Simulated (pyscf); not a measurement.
Structures and frequencies: ωB97X-D3(BJ)/def2-SVP in PySCF. Correlated levels are frozen-core, on RHF or UHF. ΔMP2 is the change of the MP2 total energy from the triple- to the quadruple-zeta basis.

Q: For the elementary gas-phase step CH₄ + HC≡N -> H₃C–CH=NH (singlet surface; C–H broken, C–C, H–N formed), what barrier and reaction energy does CCSD(T)/def2-TZVPP + ΔMP2(QZVPP) give, measured from the separated reactants?

A: ΔE‡ = 4.01 eV, ΔE = -0.25 eV. Zero-point energy shifts the barrier by 0.00 eV. It is an addition across a multiple bond or ene-type step, with an imaginary mode of 1320i cm⁻¹. On the product side the descent ends in a point that may be a rotor saddle (no frequency run), 0.06 eV over the lowest minimum found and 4.57 eV under the saddle at ωB97X-D3(BJ)/def2-TZVP. At ωB97X-D3(BJ)/def2-TZVP the barrier from the zero used here is 4.22 eV. This is the saddle that the search found; another between the same sides may lie lower. The CCSD(T) − MP2 part came from Ansatz, without density fitting, on the same reference.
